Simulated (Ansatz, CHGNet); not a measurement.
**How the equilibrium volume per atom of 1T (CdI2-type) PtS₂ moves with the method**

No measured value is used here.

Task: Put these levels in order of the equilibrium volume per atom that they give for 1T (CdI2-type) PtS₂, smallest first: CHGNet-r²SCAN (CHGNet), LDA (Ansatz, an electronic-structure program), PBE (Ansatz), r²SCAN+rVV10 (Ansatz).

Result: LDA (16.60 Å³/atom), r²SCAN+rVV10 (18.67 Å³/atom), CHGNet-r²SCAN (20.18 Å³/atom), PBE (24.04 Å³/atom)

Density-functional levels without +SOC have no spin–orbit coupling. PBE, LDA: the cell comes from a level without a dispersion term, which matters for the spacing of layers, chains or molecules. Cutoffs differ between the levels. Ansatz's density-functional and Hartree–Fock values are scalar-relativistic unless marked +SOC, with PAW data made under PBE.

Machine-learned potentials (CHGNet-r²SCAN) are trained on DFT data, which may include these solids.
